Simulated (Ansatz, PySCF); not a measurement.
Species: CH$_{5}$Si, net charge -1, singlet state. SMILES: C[SiH2-]
Geometry: optimised at B3LYP-D3(BJ)/def2-TZVP (Ansatz, a quantum-chemistry and plane-wave program).

Unscaled harmonic wavenumbers (cm⁻¹) in rising order, each level at the stationary point that it reaches from this structure (no distance between atoms moves by over 0.3 Å); the order of modes can differ between levels, and a negative number is imaginary. B3LYP-D3(BJ)/def2-TZVP (PySCF, at the structure above): 207, 565, 577, 610, 871, 887, 947, 1217, 1462, 1469, 1848, 1863, 2971, 3027, 3027.

HF/3-21G (Ansatz): 205, 609, 636, 667, 976, 984, 1046, 1389, 1654, 1658, 1850, 1883, 3135, 3186, 3203. Zero-point energy 33.0 against 30.8 kcal/mol; where all levels lie over 400 cm⁻¹, the wavenumbers are on average 1.085 times those of B3LYP-D3(BJ)/def2-TZVP.

HF/6-31G* (Ansatz): 217, 615, 617, 658, 969, 972, 1047, 1395, 1623, 1628, 1954, 1990, 3133, 3177, 3190. Zero-point energy 33.1 against 30.8 kcal/mol; where all levels lie over 400 cm⁻¹, the wavenumbers are on average 1.086 times those of B3LYP-D3(BJ)/def2-TZVP.
